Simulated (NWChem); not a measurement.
dimethyl ether (C2H6O); SMILES COC

```xyz
9

C      1.1611     0.0000     0.1847
O      0.0000     0.0000    -0.5811
C     -1.1611     0.0000     0.1847
H      1.2330    -0.8952     0.8362
H      1.2330     0.8952     0.8362
H      2.0215     0.0000    -0.4996
H     -1.2330    -0.8952     0.8362
H     -2.0215     0.0000    -0.4996
H     -1.2330     0.8952     0.8362
```
Atoms are numbered in this order, from 1.

Results from NWChem. Geometry optimised at PBE0/def2-SVP; all other runs use it. 

```
quantity                                                           level  value
----------------------------------------------------  ------------------  -----
anisotropy (bohr³), static                                 PBE/def2-SVPD    7.3
vertical, lowest excitation, singlet (eV)             PBE/def2-SVPD, TDA    ___
vertical ionisation energy, ΔSCF (eV)                       PBE/def2-SVP   9.62
cavity-dispersion-structure term (kcal/mol) in water  PBE0/def2-SVP, SMD    ___
dipole (D)                                                 PBE0/def2-SVP    ___
highest harmonic frequency (cm⁻¹)                          PBE0/def2-SVP   3156
```

Question: Fill in the missing entries.

Answer: 
- vertical, lowest excitation, singlet (eV), value: 6.07
- cavity-dispersion-structure term (kcal/mol) in water, value: 3.4
- dipole (D), value: 1.25
